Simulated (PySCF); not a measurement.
## Vibration and rotation of AlP

ROHF-CCSD(T) constants of AlP, ³Π (triplet), unpaired electrons σ ↑, π ↑ (PySCF, no relativity, basis sets Al def2-TZVPPD, P def2-TZVPPD; masses 26.9815 and 30.9738 u):

- ωe: 467.6 cm⁻¹
- ωexe: 3.11 cm⁻¹
- Be: 0.23562 cm⁻¹
- αe: 0.00184 cm⁻¹
- De to Al + P: 2.01 eV

(1) What force constant and bond length do these constants imply?

(2) Estimate the centrifugal constant D from the Kratzer relation and find the Dunham coefficient a1.

Correlated steps freeze 10 core orbitals. The state was picked by a PBE0 search and need not be the measured ground state.

Results:

(1) Reduced mass μred = 14.420 u; k = 5.8918×10⁻⁷·μred·ωe² (u, cm⁻¹, mdyn/Å) = 1.86 mdyn/Å; Re = √(16.8576/(μred·Be)) (u, cm⁻¹, Å) = 2.227 Å.

(2) D = 4Be³/ωe² = 2.39e-07 cm⁻¹; a1 = −1 − αeωe/(6Be²) = -3.58.
